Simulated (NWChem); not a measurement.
## CH₂ (+1)

```
C
H 1 1.1199
H 1 1.1199 2 141.48
```
Charge +1, spin multiplicity 2.

The numbers come from NWChem runs, not from measurements. Structure: optimised with UPBE/def2-SVP, a minimum by its harmonic frequencies.

The correlated methods keep 1 core orbital frozen. The Pople sets run with spherical d functions. This spin state was chosen for the runs; another may lie lower. The structure started from a generated list of species. The unpaired electrons of the parent sit in orbitals of symmetry a1 (C2v labels of the run); other states weren't searched. No SCF solution was tested for a lower state.

Worked example. A B2PLYP run in 6-31G* ends its self-consistent part (53 % exact exchange, 47 % B88, 73 % LYP) at -38.70163 Ha, and second-order perturbation theory on those orbitals gives -0.08460 Ha unscaled.

The perturbative term enters with the weight 0.27: -38.70163 + 0.27·(-0.08460) = -38.72447 Ha is the total energy.
